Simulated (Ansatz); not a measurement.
```xyz
3

F     0.0259    0.0405   -1.1300
H    -0.0131    0.0189    0.0444
F    -0.0387   -0.0116    1.1733
```

RHF on singlet HF2(-) was run in several spherical basis sets with Ansatz (development build ahead of 0.2.0). Caution: no diffuse functions for an anion.

Task: Rank the basis sets by the total energy that they give, lowest first, with the distance from the lowest.
A. 6-31G(d)
B. cc-pVDZ
C. STO-3G
D. 6-31G
E. def2-TZVP
F. aug-cc-pVDZ

Result: E (0.00 eV), F (1.44 eV), B (2.86 eV), A (3.70 eV), D (4.06 eV), C (87.67 eV).

Totals follow the description of the cores as much as that of the bonds, so this order isn't one of quality for chemistry.
